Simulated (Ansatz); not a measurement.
# BSiCl+ (doublet): from Hartree-Fock to the top rungs, def2-QZVPP

An exercise on one series of results from a longer session: the logs are not shown, and one member is left open.

The runs use Ansatz 0.2.0, Gaussian basis; def2-QZVPP, core rule «outside noble gas», up to 11 orbitals frozen.

To be run: UHF; ROHF; CCSD(T) on UHF.

2 further runs of the same task are left out: 2 set aside as unsound or not needed.

### The system

The geometry is a PBE0/def2-TZVP stationary point (not a proven minimum) of the parent state, kept for this charge and spin.

3 atoms, charge 1, spin multiplicity 2.

Atoms are counted from 1 here; the program's logs count them from 0.

Bond lengths: B1–Si2 1.881 Å, B1–Cl3 1.690 Å. Angles: Si2–B1–Cl3 180.0°.

Set-up of the first run:

in.yaml reads:

```yaml
crystal:
  periodic: [false, false, false]
  atoms:
    - {symbol: B, position_ang: [0.000000, 0.000000, 0.063696]}
    - {symbol: Si, position_ang: [0.000000, 0.000000, -1.817242]}
    - {symbol: Cl, position_ang: [0.000000, 0.000000, 1.753546]}
basis:
  gaussian: {orbitals: "def2-QZVPP.json"}
total_charge: 1
magnetization: {spin_polarized: true, initial_magnetization: 1}
hamiltonian: {xc: hf}
output: {orbitals: {seedname: orbitals}}
```

Run with:

```console
$ ansatz run in.yaml --threads 1 --pin off --events-out ev --progress --plain --max-ram 2393MiB
```

Steps of the session up to this table: UHF; ROHF; CCSD(T) on UHF.

One table of the session follows, with a row left open; its other results are not shown here.

| method | from UCCSD(T) (meV) |
| --- | --- |
| ROHF | +11128.2 |
| UHF | ? |
| UMP2 | +1688.8 |
| UCCSD | +562.4 |
| UCCSD(T) | 0 |

Estimate the missing values for UHF.

The run gave: from UCCSD(T) (meV): +10983.8. In the column «from UCCSD(T) (meV)» it lies between UMP2 (+1688.8) and ROHF (+11128.2).
